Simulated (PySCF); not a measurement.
C3H3 (charge +1).
InChI=1S/C3H3/c1-2-3-1/h1-3H/q+1

Theory: MP2 and CCSD/aug-cc-pVDZ in PySCF, restricted Hartree–Fock reference, 3 core orbitals frozen, non-relativistic, gas phase, PBE0-D3(BJ)/def2-SVP geometry.

E(HF) = -115.01655 Eh.

(1) How large is the problem?

(2) What are the MP2 and CCSD correlation energies?

(3) What is the T1 diagnostic?

Results:

(1) 96 basis functions and 20 electrons; 3 orbitals frozen, which leaves o = 7 correlated occupied and v = 86 virtual orbitals. That is o·v = 602 singles and o·v(o·v + 1)/2 = 181503 distinct closed-shell doubles amplitudes before symmetry; the costliest CCSD step grows as o²v⁴ = 2.7 × 10^9.

(2) MP2 -0.3542 Eh and CCSD -0.3801 Eh, which gives totals of -115.37077 and -115.39669 Eh. That is 0.739 eV for each correlated electron at CCSD (998 kJ/mol in all, 0.329 % of the total energy); MP2 gives 93.2 % of the CCSD value.

(3) 0.0088, below the customary warning level of 0.02. It is the norm of the spatial-orbital singles amplitudes over the root of the number of correlated electrons, so the norm is 0.033.

Connected triples and the basis-set limit are missing.
